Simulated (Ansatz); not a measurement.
Run this with the Ansatz DFT code, driven from Python and show what comes out.

Script `ch3no.py`:
```python
"""Binding of a CH3NO dimer at a trial geometry."""

import ansatz

FIRST = [
    ("N", (0.1675, -0.6301, -0.322)),
    ("C", (-0.1311, 0.5725, 0.3276)),
    ("O", (-1.2722, 0.9084, 0.6937)),
    ("H", (-0.5866, -1.1916, -0.5235)),
    ("H", (1.0447, -0.858, -0.6611)),
    ("H", (0.7779, 1.1989, 0.4854)),
]
SECOND = [
    ("N", (-0.2447, -1.5955, 1.935)),
    ("C", (0.5052, -2.6512, 1.4053)),
    ("O", (1.7037, -2.8616, 1.6664)),
    ("H", (0.2385, -0.9852, 2.4994)),
    ("H", (-1.1572, -1.3992, 1.6798)),
    ("H", (-0.0995, -3.2906, 0.7204)),
]

def energy(atoms, ghosts=()):
    molecule = ansatz.Crystal.molecule()
    for symbol, xyz in atoms:
        molecule = molecule.atom(symbol, xyz)
    calc = (
        molecule.calculation()
        .basis(gaussian="def2-SVPD")
        .functional("pbe")
    )
    deck = calc.input()
    if ghosts:
        deck = deck.set(ansatz.key.basis.gaussian.ghost_atoms, [{"symbol": s, "position_ang": list(xyz)} for s, xyz in ghosts])
    return ansatz.Session.from_dict(deck).plan().execute().report["free_energy_ev"]


def main() -> None:
    # ghost atoms carry the functions of the partner
    both = energy(FIRST + SECOND)
    alone = energy(FIRST) + energy(SECOND)
    ghosted = energy(FIRST, SECOND) + energy(SECOND, FIRST)
    print(f"dimer {both:.6f} eV")
    print(f"interaction, uncorrected   {(both - alone):8.3f} eV")
    print(f"interaction, counterpoise  {(both - ghosted):8.3f} eV")
    print(f"basis-set superposition    {(alone - ghosted):8.3f} eV")


if __name__ == "__main__":
    main()
```

```console
$ python ch3no.py
dimer -9229.066052 eV
interaction, uncorrected      0.516 eV
interaction, counterpoise     0.582 eV
basis-set superposition       0.066 eV
```

Uncorrected it is 0.516 eV, with the counterpoise correction 0.582 eV; the difference, 0.07 eV, is the superposition error. In this basis both values are repulsive.

What to keep in mind:
- Total energies depend on the basis set; only differences at equal settings carry meaning.
- The dimer is a generated trial pose of unrelaxed monomers, not a minimum, so the figure is no binding energy, and the basis set is small.
- This level lacks the dispersion part of the attraction (electrostatics and induction are there), which can decide the sign where the interaction is weak.
- It ran for 16 s on 1 thread of Arm Neoverse V2, with other jobs on the host, peak memory 0.26 GiB.
